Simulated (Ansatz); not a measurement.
Ansatz (a program for electronic structure) input:

Ansatz 0.2 input:
```yaml
crystal:
  periodic: [false, false, false]
  atoms:
    - {symbol: C, position_ang: [-0.00769171, 0.15888812, 0.00317823]}
    - {symbol: S, position_ang: [-0.04603171, -1.63292684, -0.01835939]}
    - {symbol: H, position_ang: [1.02780975, 0.48855844, 0.03079205]}
    - {symbol: H, position_ang: [-0.53452479, 0.51185413, 0.88611663]}
    - {symbol: H, position_ang: [-0.49374882, 0.53223518, -0.89464196]}
basis:
  gaussian:
    orbitals: def2-TZVP
hamiltonian:
  xc: b3lyp
  dispersion: d3bj
magnetization: {spin_polarized: true, initial_magnetization: 1}
relax: {f_tol: 0.002, max_steps: 150}
```

**Question.** What final total energy does it print?

**Answer.** -438.11050 Eh (B3LYP-D3(BJ)/def2-TZVP). The basis has 86 functions.

It need not be the lowest isomer of its formula.
